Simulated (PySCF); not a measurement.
Process, species as SMILES: ClCC + 2 [H][H] (H2) → 2 C (CH4) + Cl (HCl)
B3LYP-D3(BJ)/def2-TZVP geometries, fixed; electronic energies without zero-point terms.
Largest species:
```xyz
8

C      0.0132     0.8176    -0.0128
C      1.5157     0.6457    -0.0186
Cl    -0.8344    -0.7820     0.0168
H     -0.3333     1.3555     0.8664
H     -0.3433     1.3280    -0.9043
H      1.9943     1.6284    -0.0365
H      1.8521     0.1152     0.8721
H      1.8422     0.0878    -0.8961
```
Charge 0, spin multiplicity 1.

Effect of the atomic grid (radial, angular points) at PBE0/aug-cc-pV(T+d)Z with PySCF, against the last row, where the energy of full hydrogenation is -38.33 kcal/mol. Cost is core time over that of atom_grid: 30, 110, unpruned, rough, on shared machines of one kind.

```json
[
 {"setting": "atom_grid: 30, 110, unpruned", "grid points, largest species": "26400", "largest shift of a total energy (mEh)": "0.663", "shift of the energy of full hydrogenation (kcal/mol)": "-0.096", "cost": "1×"},
 {"setting": "atom_grid: 50, 194, unpruned", "grid points, largest species": "77600", "largest shift of a total energy (mEh)": "-0.030", "shift of the energy of full hydrogenation (kcal/mol)": "-0.038", "cost": "2×"},
 {"setting": "atom_grid: 75, 302, unpruned", "grid points, largest species": "181200", "largest shift of a total energy (mEh)": "-0.003", "shift of the energy of full hydrogenation (kcal/mol)": "-0.003", "cost": "3×"},
 {"setting": "atom_grid: 99, 590, unpruned", "grid points, largest species": "467280", "largest shift of a total energy (mEh)": "0.000", "shift of the energy of full hydrogenation (kcal/mol)": "0.000", "cost": "5×"},
 {"setting": "atom_grid: 150, 974, unpruned", "grid points, largest species": "1168800", "largest shift of a total energy (mEh)": "0.000", "shift of the energy of full hydrogenation (kcal/mol)": "0.000", "cost": "10×"}
]
```

Within 0.02 kcal/mol in the energy of full hydrogenation: atom_grid: 75, 302, unpruned; atom_grid: 99, 590, unpruned. The largest shift is 0.663 mEh in a total energy and 0.096 kcal/mol in the difference.
